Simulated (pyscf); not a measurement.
# Cycloaddition: HO–Al [singlet] + ethylene (H₂C=CH₂) -> cyclic C₂H₅AlO (SMILES [OH][Al]1[CH2][CH2]1)

Gas phase, singlet surface, charge 0. Bonds broken: none. Bonds formed: Al1–C4, Al1–C5. PySCF, gas phase, ωB97X-D3(BJ)/def2-SVP geometries. MP2 and CC: frozen core, UHF for open shells. ΔMP2 is the change of the MP2 total energy from the triple- to the quadruple-zeta basis.

Transition state (Å):

```xyz
9

Al     0.8576     0.3459    -0.1193
O      0.9236    -0.8416     1.1218
H      0.1492    -1.3728     1.3258
C     -0.2997     1.2471    -1.5454
C     -1.1808     0.2835    -0.9482
H     -0.3815     2.3133    -1.3082
H      0.1521     1.0701    -2.5274
H     -1.3966    -0.6429    -1.4938
H     -1.9447     0.6328    -0.2435
```

One imaginary mode, 524i cm⁻¹; descent along it reached the two sides named.

```tsv
bond	change	reactant side (Å)	saddle	product side
Al1–C4	forms	3.3	2.046	1.894
Al1–C5	forms	3.4	2.201	1.899
```

Electronic energies relative to the separated reactants (eV):

```
level                             barrier  reaction energy  reverse barrier
--------------------------------  -------  ---------------  ---------------
ωB97X-D3(BJ)/def2-TZVP               1.26            +0.11             1.16
PBE/def2-TZVP                        0.95            +0.26             0.69
r²SCAN/def2-TZVP                     0.90            +0.07             0.83
B3LYP-D3(BJ)/def2-TZVP               1.30            +0.47             0.83
PBE0-D3(BJ)/def2-TZVP                1.03            +0.14             0.88
M06-2X/def2-TZVP                     1.26            +0.29             0.97
ωB97M-D3(BJ)/def2-TZVP               1.45            +0.41             1.03
HF/def2-TZVP                         2.09            +0.81             1.28
MP2/def2-QZVPP                       1.18            +0.10             1.07
CCSD/def2-TZVPP                      1.46            +0.41             1.05
CCSD(T)/def2-TZVPP                   1.28            +0.36             0.93
CCSD(T)/def2-TZVPP + ΔMP2(QZVPP)     1.26            +0.33             0.93
```

With CCSD(T)/def2-TZVPP + ΔMP2(QZVPP) energies and thermal terms (ideal gas, 1 atm, RRHO with modes under 100 cm⁻¹ raised to 100, one conformer, R ln 2 for chiral ones without a mode under 150 cm⁻¹), in eV:

```tsv
T (K)	ΔH‡	ΔG‡	ΔH	ΔG
298	1.24	1.68	+0.33	+0.75
600	1.25	2.13	+0.36	+1.17
900	1.27	2.56	+0.40	+1.56
1200	1.29	2.99	+0.45	+1.94
```

cyclic C₂H₅AlO (SMILES [OH][Al]1[CH2][CH2]1) lies 1.00 eV over its isomer H₂C=CH–AlH–OH (electronic energy, ωB97M-D3(BJ)/def2-TZVP). One saddle was located; it need not be the lowest between these sides. One closed-shell reference is unstable to symmetry breaking; treat the single-reference values with care. The CCSD(T) − MP2 part came from Ansatz, without density fitting, on the same reference.
